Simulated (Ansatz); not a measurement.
bcc Fe, treated with PBE in Ansatz (PAW).

Numerical settings: plane-wave cutoff 520 eV, 26×26×26 k mesh, Fermi–Dirac smearing 0.05 eV, spin-polarised with parallel moments, scalar-relativistic PAW data made under PBE.

Cell (relaxed at this level):

```
CELL_PARAMETERS angstrom
     -1.41546     1.41546     1.41546
      1.41546    -1.41546     1.41546
      1.41546     1.41546    -1.41546
ATOMIC_POSITIONS crystal
  Fe 0.00000 0.00000 0.00000
```
Starting moments (μB, in the order of the record's atoms Fe): 2.5.

Task: Predict the bulk modulus B0, magnetic moment per atom (the cell's total over its atoms) and pressure derivative B′ of the bulk modulus.

Result: 
- bulk modulus B0 = 197 GPa
- magnetic moment per atom (the cell's total over its atoms) = 2.16 μB
- pressure derivative B′ of the bulk modulus = 5.4

The run finds no gap.

Measured, for comparison: bulk modulus 174 GPa (corrected for temperature and zero-point phonon effects, our sources range from 170 to 175; as tabulated in Levämäki et al. (2014), arXiv:1402.3671). Computed (rounded) less measured: bulk modulus +13 % (+13 % to +16 % over the range).

Moments are spin moments.

Computing time: very roughly 2.8 core-minutes.

Ansatz is a program for electronic structure.
